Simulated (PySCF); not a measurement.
Ionisation of 1,2-dichloroethane

Molecule: 1,2-dichloroethane, `ClCCCl` (C2H4Cl2). Atom numbers as in the mapped SMILES `[Cl:1][CH2:2][CH2:3][Cl:4]`.

These are calculated values, ωB97X-D3(BJ)/ma-def2-TZVP in PySCF (grid level 2) at geometries from PBE0-D3(BJ)/def2-SVP. Zero-point and thermal terms (298.15 K, 1 bar) come from unscaled PBE0-D3(BJ)/def2-SVP harmonic frequencies, with soft modes damped to free rotors in the entropy.

Frontier levels of the parent: HOMO -11.24 eV, LUMO 1.18 eV.

Oxidation to the radical cation:
* Vertical ionisation energy (electronic): 11.40 eV
* Adiabatic ionisation energy (with zero-point energy): 11.03 eV
* Adiabatic, electronic part: 11.09 eV
* Vertical gap at the product's structure: 10.84 eV
* Inner reorganisation energy (four-point): 560 meV
* Relaxation of product / of parent: 310 / 251 meV
* ⟨S²⟩ of the product: 0.758
* Largest spin populations: Cl4 0.37, Cl1 0.37, C3 0.12, C2 0.12
* Largest changes of atomic charge: Cl1 0.39, Cl4 0.39
* Distances that move most (Å): C2–C3 1.510 → 1.634; Cl1–C2 1.785 → 1.723; C3–Cl4 1.785 → 1.723

Measured values (NIST Chemistry WebBook, evaluated or the median of agreeing entries): vertical ionisation energy 11.39 eV (computed 11.40, difference 0.01); adiabatic ionisation energy 11.07 eV (computed 11.03, difference -0.04).

Caveats: spin-orbit coupling is left out of the energies, which matters for open shells on the heavier atoms.

Hardware: 1 thread of Arm Neoverse V1, shared with other jobs. Command: `OMP_NUM_THREADS=1 python redox_run.py task.json out`. Structures, frequencies and single points: 6.5 min.
